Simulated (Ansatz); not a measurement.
**AlBH3+ (triplet): wave-function methods side by side, cc-pVTZ**

How much of the correlation energy of AlBH3+ (triplet) does each wave-function method recover here?

The runs use Ansatz 0.2.0, Gaussian basis; cc-pVTZ, core rule «outside noble gas», up to 6 orbitals frozen.

The runs, in order: UHF; CCSD(T) on ROHF; CCSD(T) on UHF; BCCD(T) on ROHF; CCSDT(Q) on ROHF; CCSDT(Q) on UHF; CASSCF and MRCISD+Q, 8 electrons in 11 orbitals; CASSCF and NEVPT2, 8 electrons in 11 orbitals.

7 further runs of the same task are left out: 3 for a known fault of the program, 4 set aside as unsound or not needed. Runs told in other sessions of the task aren't counted.

## 1. The geometry

The geometry is a PBE0/def2-TZVP stationary point (not a proven minimum) of the parent state, kept for this charge and spin.

5 atoms, charge 1, spin multiplicity 3.

Atoms are counted from 1 here; the program's logs count them from 0.

Bond lengths: B1–Al2 2.037 Å, B1–H3 1.188 Å, Al2–H4 1.587 Å, Al2–H5 1.587 Å. Angles: Al2–B1–H3 180.0°, B1–Al2–H4 118.5°, B1–Al2–H5 118.5°, H4–Al2–H5 123.1°.

## 2. UHF

in.yaml reads:

```yaml
crystal:
  periodic: [false, false, false]
  atoms:
    - {symbol: B, position_ang: [0.000000, 0.000000, 1.454926]}
    - {symbol: Al, position_ang: [0.000000, 0.000000, -0.581725]}
    - {symbol: H, position_ang: [0.000000, 0.000000, 2.643356]}
    - {symbol: H, position_ang: [0.000000, 1.395223, -1.338228]}
    - {symbol: H, position_ang: [0.000000, -1.395223, -1.338228]}
basis:
  gaussian: {orbitals: cc-pVTZ}
total_charge: 1
magnetization: {spin_polarized: true, initial_magnetization: 2}
hamiltonian: {xc: hf}
output: {orbitals: {seedname: orbitals}}
```

Started as:

```console
$ ansatz run in.yaml --threads 1 --pin off --events-out ev --progress --plain --max-ram 2560MiB --backend cpu
```

Further steps of the session: CCSD(T) on ROHF; CCSD(T) on UHF; BCCD(T) on ROHF; CCSDT(Q) on ROHF; CCSDT(Q) on UHF; CASSCF and MRCISD+Q, 8 electrons in 11 orbitals; CASSCF and NEVPT2, 8 electrons in 11 orbitals.

Before running them: what should the planned runs give, taken together? Wanted: UCCSDT(Q) from the RHF energy; RMP2 from UCCSDT(Q); UMP2 from UCCSDT(Q); RCCSD from UCCSDT(Q); RCCSD(T) from UCCSDT(Q); UCCSD(T) from UCCSDT(Q); RCCSDT(Q) from UCCSDT(Q); NEVPT2 valence from UCCSDT(Q); MRCISD+Q valence from UCCSDT(Q).

As calculated:

| quantity | value |
| --- | --- |
| UCCSDT(Q) from the ROHF energy | -4.6050 eV |
| RMP2 from UCCSDT(Q) | +27.55 kcal/mol |
| UMP2 from UCCSDT(Q) | +26.97 kcal/mol |
| RCCSD from UCCSDT(Q) | +4.35 kcal/mol |
| RCCSD(T) from UCCSDT(Q) | +1.26 kcal/mol |
| UCCSD(T) from UCCSDT(Q) | +1.26 kcal/mol |
| RCCSDT(Q) from UCCSDT(Q) | +0.05 kcal/mol |
| NEVPT2 valence from UCCSDT(Q) | +16.27 kcal/mol |
| MRCISD+Q valence from UCCSDT(Q) | +1.36 kcal/mol |
| levels within 1 kcal/mol (43 meV) | RCCSDT, UCCSDT, RCCSDT(Q) |
| T1 diagnostic | 0.048 |
| effectively unpaired electrons | 2.04 |

RCCSD(T) misses by +1.26 kcal/mol, 1.2 % of the correlation energy. The occupations are near whole numbers, but T1 = 0.048 shows that the orbitals relax strongly. Of the multireference levels listed MRCISD+Q valence comes nearest in total energy (+1.36 kcal/mol), which doesn't show that its space is the better one. These misses are within one basis, not against nature; the frozen cores of restricted and unrestricted runs differ, which can shift their rows.
